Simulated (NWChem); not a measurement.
All runs are NWChem calculations. System: C2H3F, charge 1, spin multiplicity 2, at the geometry of a parent with another charge or spin, in a state set for the comparison that need not be this species' ground state. Its SCF solution wasn't tested for a lower state. Level: UMP2/def2-TZVPP, 3 core orbitals frozen.

Input file:

```
start mol
memory heap 200 mb stack 900 mb global 1100 mb
charge 1
geometry units angstroms nocenter noautoz
  C      1.181532    -0.187125     0.000000
  C     -0.125901    -0.407517     0.000000
  F     -1.021295     0.574328     0.000000
  H      1.582303     0.828653     0.000000
  H      1.869994    -1.032470     0.000000
  H     -0.594425    -1.397286     0.000000
  symmetry group Cs
end
basis spherical
  * library def2-tzvpp
end
scf
  uhf
  nopen 1
  maxiter 100
  thresh 1e-7
  semidirect memsize 60000000 filesize 0
  # guess.movecs holds the orbitals of an unrestricted PBE0 run
  vectors input guess.movecs output mol.movecs
end
mp2
  freeze core 3
end
task mp2 energy
```

NWChem printed:

```
             Northwest Computational Chemistry Package (NWChem) 7.3.0
             --------------------------------------------------------

                                NWChem Input Module
                                -------------------

 Scaling coordinates for geometry "geometry" by  1.889725989
 (inverse scale =  0.529177249)

 Turning off AUTOSYM since
 SYMMETRY directive was detected!

                             Geometry "geometry" -> ""
                             -------------------------

 Output coordinates in angstroms (scale by  1.889725989 to convert to a.u.)

  No.       Tag          Charge          X              Y              Z
 ---- ---------------- ---------- -------------- -------------- --------------
    1 C                    6.0000     1.18153200    -0.18712500     0.00000000
    2 C                    6.0000    -0.12590100    -0.40751700     0.00000000
    3 F                    9.0000    -1.02129500     0.57432800     0.00000000
    4 H                    1.0000     1.58230300     0.82865300     0.00000000
    5 H                    1.0000     1.86999400    -1.03247000     0.00000000
    6 H                    1.0000    -0.59442500    -1.39728600     0.00000000

 Effective nuclear repulsion energy (a.u.)      67.6383997719

            Nuclear Dipole moment (a.u.)
            ----------------------------
        X                 Y               Z
 ---------------- ---------------- ----------------
     0.0000056692    -0.0000056692     0.0000000000

      Symmetry information
      --------------------

 Group name             Cs
 Group number              2
 Group order               2
 No. of unique centers     6

      Symmetry unique atoms

     1    2    3    4    5    6


 Summary of "ao basis" -> "" (spherical)
 ------------------------------------------------------------------------------
       Tag                 Description            Shells   Functions and Types
 ---------------- ------------------------------  ------  ---------------------
 *                         def2-tzvpp                 on all atoms

 Summary of "ao basis" -> "ao basis" (spherical)
 ------------------------------------------------------------------------------
       Tag                 Description            Shells   Functions and Types
 ---------------- ------------------------------  ------  ---------------------
 C                         def2-tzvpp               11       31   5s3p2d1f
 F                         def2-tzvpp               11       31   5s3p2d1f
 H                         def2-tzvpp                6       14   3s2p1d

                                 NWChem SCF Module
                                 -----------------

  ao basis        = "ao basis"
  functions       =   135
  atoms           =     6
  alpha electrons =    12
  beta  electrons =    11
  charge          =   1.00
  wavefunction    = UHF
  use symmetry    = T
  symmetry adapt  = T

 Summary of "ao basis" -> "ao basis" (spherical)
 ------------------------------------------------------------------------------
       Tag                 Description            Shells   Functions and Types
 ---------------- ------------------------------  ------  ---------------------
 C                         def2-tzvpp               11       31   5s3p2d1f
 F                         def2-tzvpp               11       31   5s3p2d1f
 H                         def2-tzvpp                6       14   3s2p1d

      Symmetry analysis of basis
      --------------------------

        a'         93
        a"         42

 Forming initial guess at       0.1s

   Symmetry analysis of molecular orbitals - initial alpha
   -------------------------------------------------------

  Numbering of irreducible representations:

     1 a'          2 a"

  Orbital symmetries:

     1 a'          2 a'          3 a'          4 a'          5 a'
     6 a'          7 a'          8 a'          9 a"         10 a'
    11 a'         12 a"         13 a"         14 a'         15 a'
    16 a'         17 a'         18 a'         19 a"         20 a'
    21 a'         22 a"

   Symmetry analysis of molecular orbitals - initial beta
   ------------------------------------------------------

  Numbering of irreducible representations:

     1 a'          2 a"

  Orbital symmetries:

     1 a'          2 a'          3 a'          4 a'          5 a'
     6 a'          7 a'          8 a'          9 a"         10 a'
    11 a'         12 a"         13 a"         14 a'         15 a'
    16 a'         17 a'         18 a'         19 a'         20 a"
    21 a'         22 a'

 Starting SCF solution at       0.1s

 ----------------------------------------------
         Quadratically convergent UHF

 Convergence threshold     :          1.000E-07
 Maximum no. of iterations :          100
 Integral*density screening:          1.000E-09
 ----------------------------------------------

              iter       energy          gnorm     gmax       time
             ----- ------------------- --------- --------- --------
                 1     -176.6063065504  5.63D-01  1.18D-01      4.3
                 2     -176.6250243805  1.21D-01  1.89D-02      4.9
                 3     -176.6275563668  8.09D-03  3.32D-03      6.5
                 4     -176.6275771199  6.87D-05  2.92D-05      8.9
                 5     -176.6275771221  1.24D-08  5.48D-09     12.6

       Final UHF  results
       ------------------

         Total SCF energy =   -176.627577122072
      One electron energy =   -369.753032755156
      Two electron energy =    125.487055861139
 Nuclear repulsion energy =     67.638399771946
[...]
              MO Center=  2.2D-01, -2.0D-01, -4.8D-16, r^2= 2.3D+00
   Bfn.  Coefficient  Atom+Function         Bfn.  Coefficient  Atom+Function
  ----- ------------  ---------------      ----- ------------  ---------------
    69      0.226916  3 F  py                 7      0.214837  1 C  py
    72      0.198798  3 F  py                38     -0.181917  2 C  py
    95      0.179764  4 H  s                123      0.173115  6 H  s
    10      0.163374  1 C  py                41     -0.157632  2 C  py

 Vector   12  Occ=0.000000D+00  E=-2.911340D-01  Symmetry=a"
              MO Center=  5.2D-01, -2.8D-01, -2.2D-15, r^2= 1.8D+00
   Bfn.  Coefficient  Atom+Function         Bfn.  Coefficient  Atom+Function
  ----- ------------  ---------------      ----- ------------  ---------------
    42      0.251775  2 C  pz                39      0.247440  2 C  pz
     8      0.242635  1 C  pz                14      0.242308  1 C  pz
    11      0.226335  1 C  pz                45      0.184181  2 C  pz

 Vector   13  Occ=0.000000D+00  E=-6.488648D-02  Symmetry=a"
              MO Center=  5.9D-01, -3.2D-01,  3.5D-15, r^2= 3.1D+00
   Bfn.  Coefficient  Atom+Function         Bfn.  Coefficient  Atom+Function
  ----- ------------  ---------------      ----- ------------  ---------------
    14      0.880641  1 C  pz                45     -0.820169  2 C  pz
    42     -0.288177  2 C  pz                39     -0.269425  2 C  pz
    76      0.223065  3 F  pz                 8      0.212252  1 C  pz
    11      0.166445  1 C  pz

 Vector   14  Occ=0.000000D+00  E=-4.230603D-02  Symmetry=a'
              MO Center=  5.2D-01, -1.5D+00, -1.1D-15, r^2= 4.8D+00
   Bfn.  Coefficient  Atom+Function         Bfn.  Coefficient  Atom+Function
  ----- ------------  ---------------      ----- ------------  ---------------
   124      1.844567  6 H  s                110      1.617868  5 H  s
     5     -0.952745  1 C  s                 36     -0.832733  2 C  s
    44      0.784894  2 C  py                 4     -0.655882  1 C  s
    12     -0.540851  1 C  px                35     -0.541448  2 C  s
    67     -0.321241  3 F  s                 96      0.320769  4 H  s

 center of mass
 --------------
 x =  -0.15829872 y =   0.08877398 z =   0.00000000

 moments of inertia (a.u.)
 ------------------
          43.967657682620          45.664316057720           0.000000000000
          45.664316057720         152.981771647775           0.000000000000
           0.000000000000           0.000000000000         196.949429330395

  Mulliken analysis of the total density
  --------------------------------------

    Atom       Charge   Shell Charges
 -----------   ------   -------------------------------------------------------
    1 C    6     5.90   0.86  1.12  0.53  0.56  0.08  1.21  1.24  0.22  0.02  0.05  0.00
    2 C    6     5.59   0.86  1.12  0.55  0.53  0.06  1.12  1.06  0.06  0.04  0.16  0.02
    3 F    9     9.11   0.77  1.20  0.61  1.02  0.33  2.22  2.24  0.71  0.00  0.02  0.00
    4 H    1     0.80   0.25  0.46  0.05  0.01  0.03  0.00
    5 H    1     0.80   0.25  0.46  0.05  0.01  0.03  0.00
    6 H    1     0.80   0.25  0.44  0.06  0.01  0.03  0.00

  Mulliken analysis of the alpha density
  --------------------------------------

    Atom       Charge   Shell Charges
 -----------   ------   -------------------------------------------------------
    1 C    6     3.28   0.43  0.56  0.27  0.29  0.05  0.71  0.79  0.15  0.01  0.03  0.00
    2 C    6     3.00   0.43  0.56  0.28  0.28  0.03  0.63  0.62  0.05  0.02  0.09  0.01
    3 F    9     4.58   0.39  0.60  0.30  0.51  0.16  1.13  1.13  0.34  0.00  0.01  0.00
    4 H    1     0.38   0.12  0.21  0.02  0.01  0.02  0.00
    5 H    1     0.38   0.12  0.21  0.02  0.01  0.02  0.00
    6 H    1     0.38   0.12  0.21  0.03  0.01  0.01  0.00

   Mulliken analysis of the beta density
   -------------------------------------

    Atom       Charge   Shell Charges
 -----------   ------   -------------------------------------------------------
    1 C    6     2.62   0.43  0.56  0.26  0.28  0.04  0.50  0.46  0.07  0.01  0.02  0.00
    2 C    6     2.59   0.43  0.56  0.27  0.26  0.03  0.49  0.44  0.01  0.02  0.07  0.01
    3 F    9     4.53   0.39  0.60  0.30  0.51  0.17  1.08  1.11  0.36  0.00  0.01  0.00
    4 H    1     0.42   0.13  0.24  0.03  0.00  0.01  0.00
    5 H    1     0.42   0.13  0.25  0.03  0.00  0.01  0.00
    6 H    1     0.42   0.13  0.23  0.03  0.00  0.01  0.00

   Mulliken analysis of the spin density
   -------------------------------------

    Atom       Charge   Shell Charges
 -----------   ------   -------------------------------------------------------
    1 C    6     0.66   0.00 -0.00  0.01  0.01  0.01  0.21  0.33  0.08  0.00  0.01  0.00
    2 C    6     0.40  -0.00 -0.00  0.00  0.02 -0.00  0.14  0.18  0.04  0.00  0.02  0.00
    3 F    9     0.05   0.00 -0.00  0.00  0.00 -0.00  0.05  0.03 -0.02 -0.00 -0.00 -0.00
    4 H    1    -0.04  -0.01 -0.03 -0.01  0.00  0.00  0.00
    5 H    1    -0.04  -0.01 -0.03 -0.01  0.00  0.00  0.00
    6 H    1    -0.03  -0.01 -0.03 -0.00  0.00  0.00  0.00

       Multipole analysis of the density wrt the origin
       ------------------------------------------------

     L   x y z        total         alpha         beta         nuclear
     -   - - -        -----         -----         ----         -------
     0   0 0 0      1.000000    -12.000000    -11.000000     24.000000

     1   1 0 0      1.310954      0.131390      1.179559      0.000006
     1   0 1 0     -0.960360     -0.253947     -0.706408     -0.000006
     1   0 0 1      0.000000      0.000000      0.000000      0.000000

     2   2 0 0     -6.656720    -47.959843    -45.161294     86.464417
     2   1 1 0      0.445774     11.436401     10.745370    -21.735997
     2   1 0 1      0.000000      0.000000     -0.000000      0.000000
     2   0 2 0     -8.623136    -18.766631    -17.997411     28.140906
     2   0 1 1      0.000000      0.000000     -0.000000      0.000000
     2   0 0 2    -11.170853     -6.597080     -4.573773      0.000000

                   NWChem MP2 Semi-direct Energy/Gradient Module
                   ---------------------------------------------

  Basis functions       =    135
  Molecular orbitals    =    135
  Frozen core           =      3
  Frozen virtuals       =      0
  Active alpha occupied =      9
  Active beta occupied  =      8
  Active alpha virtual  =    123
  Active beta virtual   =    124
  Use MO symmetry       = T
  Use skeleton AO sym   = T

  AO/Fock/Back tols     =   1.0D-09  1.0D-09  1.0D-09

 GA uses MA = F    GA memory limited = T

 Available:
  local mem=  1.26D+08
 global mem=  1.44D+08
 local disk=  0.00D+00
  mp2_memr nvloc                   123
  nvloc new                   123
   1 passes of   9:        5242880                      92506                  34025860.
   1 passes of   9: M    126151791           G      144142750           F     120908911.

 Semi-direct pass number   1 of   1  for UHF alpha       at       12.8s
  vrange nnbf                  9032
  mp2_eaftype                   129  avail_ma_in_mb                  1099
 EAF : mp2_eaftype filesize         129   17012930.
  mp2_eaf for mointskh                    129
Node 0 wrote     80.0 Mb in      0.1 s     Agg I/O rate:   609.9 Mb/s
 Done moints_semi at       20.9s
  mp2_eaftype                   129  avail_ma_in_mb                   970
 EAF : mp2_eaftype filesize         129   17012930.
  mp2_eaf for kh                   129
 Done maket at       21.4s
 Done multipass loop at       21.4s

 GA uses MA = F    GA memory limited = T

 Available:
  local mem=  1.26D+08
 global mem=  1.44D+08
 local disk=  0.00D+00
  mp2_memr nvloc                   124
  nvloc new                   124
   1 passes of   8:        5242880                      86759                  30494348.
   1 passes of   8: M    126151791           G      144142750           F     120908911.

 Semi-direct pass number   1 of   1  for UHF beta        at       21.5s
  vrange nnbf                  9032
  mp2_eaftype                   116  avail_ma_in_mb                  1099
 EAF : mp2_eaftype filesize         116   15247174.
  mp2_eaf for mointskh                    116
Node 0 wrote     71.7 Mb in      0.1 s     Agg I/O rate:   571.9 Mb/s
 Done moints_semi at       29.3s
  mp2_eaftype                   116  avail_ma_in_mb                   983
 EAF : mp2_eaftype filesize         116   15247174.
  mp2_eaf for kh                   116
 Done maket at       30.0s
 Done multipass loop at       30.0s

          -------------------------------------------
          SCF energy                -176.627577122072
          Correlation energy          -0.519033681301
          Singlet pairs                0.000000000000
          Triplet pairs                0.000000000000
          Total MP2 energy          -177.146610803372
          -------------------------------------------

          ---------------------------------------------------
                    Spin Component Scaled (SCS) MP2
          Same spin pairs                     -0.124334193553
          Same spin scaling factor             0.333333333333
          Opposite spin pairs                 -0.394699487747
          Opposite spin scaling fact.          1.200000000000
          SCS-MP2 correlation energy          -0.515084116481
          Total SCS-MP2 energy              -177.142661238553
          ---------------------------------------------------

 -----------------------
 Performance information
 -----------------------

 Timer overhead =  1.51D-07 seconds/call

               Nr. of calls         CPU time (s)                 Wall time (s)                GFlops
             ---------------    -------------------     ------------------------------   -------------------
Name         Min   Avg   Max    Min     Avg     Max     Min     Avg     Max   Mx/calls   Min     Max     Sum
mp2: moin     2     2     2    16.     16.     16.      16.     16.     16.     7.9      0.0     0.0     0.0
mp2: make     2     2     2    1.3     1.3     1.3      1.3     1.3     1.3    0.63      0.0     0.0     0.0
mp2: tota     1     1     1    17.     17.     17.      17.     17.     17.     17.      0.0     0.0     0.0

 The average no. of pstat calls per process was 5.00D+00
 with a timing overhead of 7.54D-07s

 Task  times  cpu:       30.0s     wall:       30.0s

 Total times  cpu:       30.0s     wall:       30.0s
```
